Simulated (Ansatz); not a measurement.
# AlNH2 (singlet): wave-function methods side by side, cc-pVTZ

One table from this session's results is given with a row withheld; the runs are named, their logs left out.

The runs use Ansatz 0.2.0, Gaussian basis; cc-pVTZ, core rule «outside noble gas», up to 6 orbitals frozen.

To be run: UHF; CCSD(T) on RHF; CCSD(T) on UHF; BCCD(T) on RHF; CCSDT(Q) on RHF; CCSDT(Q) on UHF.

16 further runs of the same task are left out: 10 for a known fault of the program, 6 set aside as unsound or not needed.

### The geometry

The geometry is a PBE0/def2-TZVP stationary point (not a proven minimum) of the parent state, kept for this charge and spin.

4 atoms, charge 0, spin multiplicity 1.

Atoms are counted from 1 here; the program's logs count them from 0.

Bond lengths: Al1–N2 1.771 Å, N2–H3 1.007 Å, N2–H4 1.007 Å. Angles: Al1–N2–H3 124.1°, Al1–N2–H4 124.1°, H3–N2–H4 111.7°.

Set-up of the first run:

in.yaml reads:

```yaml
crystal:
  periodic: [false, false, false]
  atoms:
    - {symbol: Al, position_ang: [0.000000, 0.000000, 0.686473]}
    - {symbol: N, position_ang: [0.000000, 0.000000, -1.084932]}
    - {symbol: H, position_ang: [0.000000, 0.833405, -1.649784]}
    - {symbol: H, position_ang: [0.000000, -0.833405, -1.649784]}
basis:
  gaussian: {orbitals: cc-pVTZ}
magnetization: {spin_polarized: true, initial_magnetization: 0}
hamiltonian: {xc: hf}
output: {orbitals: {seedname: orbitals}}
```

On the command line:

```console
> ansatz run in.yaml --threads 1 --pin off --events-out ev --progress --plain --max-ram 2816MiB --backend cpu
```

Steps of the session up to this table: UHF; CCSD(T) on RHF; CCSD(T) on UHF; BCCD(T) on RHF; CCSDT(Q) on RHF; CCSDT(Q) on UHF.

One table of the session follows, with a row left open; its other results are not shown here.

```
   method  from RCCSDT(Q) (meV)
      RHF               +8374.5
      UHF                     ?
     RMP2                +842.6
    RCCSD                +330.1
 RCCSD(T)                 +27.3
  BCCD(T)                 +25.4
   RCCSDT                 +17.3
RCCSDT(Q)                     0
```

Estimate the missing values for UHF.

**Answer.** from RCCSDT(Q) (meV): +8374.1. In the column «from RCCSDT(Q) (meV)» it lies between RMP2 (+842.6) and RHF (+8374.5).

Not comparable, so not listed: CCSD(T) on UHF; CCSDT(Q) on UHF (they don't share determinant, frozen orbitals or solution with the rows shown, or repeat one).

Limits of these values: Warnings: restricted reference is unstable.
